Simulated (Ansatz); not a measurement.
bcc Rb, treated with r²SCAN (PAW; Ansatz, a first-principles code).

Settings: plane-wave cutoff 560 eV, 14×14×14 k mesh, Fermi–Dirac smearing 0.05 eV, scalar-relativistic PAW data made under PBE.

The volume scan:

| V (Å³/atom) | E − E_lowest (meV/atom) |
|---|---|
| 89.235 | 3.07 |
| 91.133 | 1.31 |
| 93.032 | 0.31 |
| 94.930 | 0.00 |
| 96.829 | 0.31 |
| 98.728 | 1.19 |
| 100.626 | 2.59 |

Q: Estimate the bulk modulus and its pressure derivative from these points.

A: V0 = 94.905 Å³/atom, B0 = 2.6 GPa, B′ = 3.6 (fit to the energies at full precision).

Measured, for comparison: bulk modulus 2.9 GPa (corrected for temperature and zero-point phonon effects, sources range from 2.9 to 3.6; as tabulated in Levämäki et al. (2014), arXiv:1402.3671); equilibrium volume per atom 86.68 Å³/atom (low-temperature or extrapolated to 0 K; zero-point anharmonic expansion removed; as tabulated in Csonka et al. (2009), arXiv:0903.4037). Computed less measured: bulk modulus -10 % (-10 % to -28 % over the range), equilibrium volume per atom +9.5 %.

Computed values are for the static lattice.

It cost very roughly 80 core-seconds of CPU time.
